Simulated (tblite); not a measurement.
Compound: C4H9OP.
SMILES with atom numbers: `[CH3:1][C:2](=[O:3])[P:4]([CH3:5])[CH3:6]` (hydrogens: H7, H8, H9 on C1; H10, H11, H12 on C5; H13, H14, H15 on C6)

Computed with GFN2-xTB (tblite), gas phase: L-BFGS steps from a force-field or distance-geometry start until the largest atomic force falls under 0.01 eV/Å.

Step 47: E = -536.4168 eV
```
atom  x, y, z in Å  |  force x, y, z in eV/Å
C1      2.2193    0.1811   -0.1557   -0.009  -0.012   0.015
C2      0.9496   -0.4463   -0.6651   -0.015  -0.028   0.050
O3      0.8192   -0.9363   -1.7565    0.074  -0.008   0.033
P4     -0.4376   -0.4441    0.5947    0.089   0.023  -0.018
C5     -1.7315   -1.3001   -0.4095    0.021   0.000  -0.020
C6     -0.8233    1.3423    0.2456   -0.020   0.024  -0.019
H7      3.0414   -0.5220   -0.2839   -0.021  -0.002  -0.004
H8      2.4676    1.0779   -0.7205   -0.060  -0.017  -0.079
H9      2.1105    0.4341    0.8966    0.031  -0.006   0.027
H10    -2.3747   -0.6029   -0.9398   -0.002   0.067   0.016
H11    -1.2183   -1.9350   -1.1307   -0.003  -0.010  -0.020
H12    -2.3355   -1.9255    0.2449   -0.021   0.017   0.007
H13    -1.7081    1.6400    0.8046   -0.011  -0.066   0.008
H14    -0.9969    1.4851   -0.8200   -0.013   0.036  -0.006
H15     0.0140    1.9594    0.5677   -0.038  -0.019   0.009
```

Step 48: E = -536.4188 eV
```
atom  x, y, z in Å  |  force x, y, z in eV/Å
C1      2.2103    0.1877   -0.1573    0.046   0.030   0.022
C2      0.9491   -0.4577   -0.6626   -0.012   0.031   0.138
O3      0.8279   -0.9567   -1.7494    0.038  -0.065  -0.049
P4     -0.4401   -0.4498    0.5954    0.134  -0.016  -0.034
C5     -1.7335   -1.2977   -0.4138    0.009  -0.012  -0.025
C6     -0.8145    1.3377    0.2485   -0.033   0.018  -0.030
H7      3.0407   -0.5079   -0.2755   -0.026   0.012  -0.018
H8      2.4483    1.0836   -0.7307   -0.057  -0.064  -0.062
H9      2.1001    0.4512    0.8923    0.019  -0.010   0.032
H10    -2.3709   -0.5938   -0.9424   -0.004   0.052   0.005
H11    -1.2217   -1.9353   -1.1345   -0.011   0.010  -0.016
H12    -2.3425   -1.9212    0.2374   -0.031   0.012   0.010
H13    -1.6941    1.6360    0.8148   -0.017  -0.037   0.002
H14    -0.9927    1.4848   -0.8158   -0.021   0.032  -0.001
H15     0.0293    1.9470    0.5661   -0.035   0.005   0.025
```

Question: Estimate the geometry and energy of step 49. (The exact step hangs on the optimiser's Hessian estimate; all steps are aligned on step 48, rigid shifts and turns removed.)

Answer: E = -536.4209 eV, largest force 0.145 eV/Å
```
atom  x, y, z in Å  |  force x, y, z in eV/Å
C1      2.2042    0.1923   -0.1580    0.069   0.049   0.046
C2      0.9503   -0.4665   -0.6604   -0.002   0.048   0.120
O3      0.8406   -0.9739   -1.7445   -0.003  -0.090  -0.054
P4     -0.4397   -0.4523    0.5930    0.123  -0.062  -0.044
C5     -1.7347   -1.2958   -0.4179    0.005  -0.009  -0.017
C6     -0.8096    1.3358    0.2493   -0.024  -0.014  -0.036
H7      3.0394   -0.4980   -0.2687   -0.004   0.013  -0.034
H8      2.4314    1.0854   -0.7402   -0.034  -0.068  -0.051
H9      2.0929    0.4629    0.8897    0.011  -0.003   0.032
H10    -2.3690   -0.5855   -0.9423    0.006   0.027  -0.008
H11    -1.2255   -1.9372   -1.1379   -0.024   0.037  -0.010
H12    -2.3466   -1.9157    0.2338   -0.036   0.006   0.009
H13    -1.6849    1.6286    0.8231   -0.040   0.002   0.007
H14    -0.9919    1.4908   -0.8132   -0.025   0.019   0.002
H15     0.0386    1.9370    0.5665   -0.024   0.045   0.038
```

The energy changes by -0.0021 eV. The first-order estimate −F·Δx gives -0.0030 eV and the mean of the old and new forces, exact on a quadratic surface, -0.0021 eV. The step makes an angle of 76° with the force vector and moves no atom by more than 0.022 Å.

What follows is the cost of the whole relaxation. Time: 0.71 s. Hardware: one thread, Intel Xeon 6975P-C (x86_64), shared host with 192 logical CPUs at a one-minute load of 51.
